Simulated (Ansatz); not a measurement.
Two shapes of singlet C₄H₈.

Shape 1:

```xyz
12

C    -0.0062   -0.6677   -0.6654
C     0.0059   -0.6660    0.6633
C     0.0009    0.5295   -1.5867
C     0.0065    0.5271    1.5865
H     0.0036   -1.6445   -1.1595
H    -0.0035   -1.6346    1.1753
H     0.0086    1.4835   -1.0470
H     0.8803    0.5142   -2.2458
H    -0.8760    0.5017   -2.2538
H     0.0082    1.4835    1.0457
H    -0.8799    0.5037    2.2565
H     0.8879    0.5128    2.2487
```

Shape 2:

```xyz
12

C     0.0201   -0.6182   -0.6857
C    -0.0212   -0.6244    0.6962
C    -0.0072    0.5691   -1.5860
C    -0.0204    0.5497    1.6195
H     0.0199   -1.6834   -1.1783
H    -0.0341   -1.6664    1.1428
H     0.0076    1.4827   -1.0983
H     0.9223    0.5328   -2.2357
H    -0.8749    0.4615   -2.2711
H    -0.0227    1.4691    1.0925
H    -0.8685    0.4990    2.2945
H     0.8544    0.5031    2.2056
```

Basis set: STO-3G (spherical functions). Left uncorrelated: 4 orbitals. Charge 0, multiplicity 1.

Computed with Ansatz (development build ahead of 0.2.0); each method stands on the lowest determinant of its kind that the runs found.

Which shape is lower in energy, and by how much in each method?

```csv
method,E(2) − E(1) (eV)
RHF,0.611
RHF-MP2,0.456
```

Shape 1 is lower.
